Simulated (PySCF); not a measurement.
Structure with atom numbers: `[CH3:1][C:2](=[O:3])[F:4]`. Each H is labelled by its parent atom.

How the numbers were obtained: GFN2-xTB structure, PBE0/pcSseg-1 with gauge-including orbitals, in PySCF (equivalent nuclei averaged, gas phase, non-relativistic Hamiltonian, single conformer).

Chemical shifts δ = σref − σ; TMS for 13C (186.93 ppm), 1H (31.72 ppm); 17O (336.08 ppm) against H2O; 19F (170.95 ppm) vs CFCl3, all at this level.

```tsv
atoms	nucleus	count	δ (ppm)
C2	13C	1	?
H(C1)	1H	3	?
C1	13C	1	20.1
O3	17O	1	466.2
F4	19F	1	58.1
```

Complete the table.

Results:


- C2: 168.8 ppm, carbonyl carbon
- H(C1): 2.24 ppm, hydrogen on a methyl carbon α to a carbonyl; α to C=O

Shifts are as computed. Against solution values, carbons near 30 ppm lie about +3 ppm off and those near 130 ppm about +5 ppm. Of 1211 compounds with measured shifts, 218 miss one by over three times the rms of a fit or turn the order of signals round; such compounds aren't used in these exercises. Unscaled 19F shifts against computed CFCl3 carry errors that often reach 10 to 50 ppm. Unscaled 17O shifts of doubly bonded oxygen tend to come out too high, by tens of ppm or more. Experimental scales use liquid or dissolved standards, which lie at an offset from isolated H2O (liquid H2O: subtract about 36 ppm).
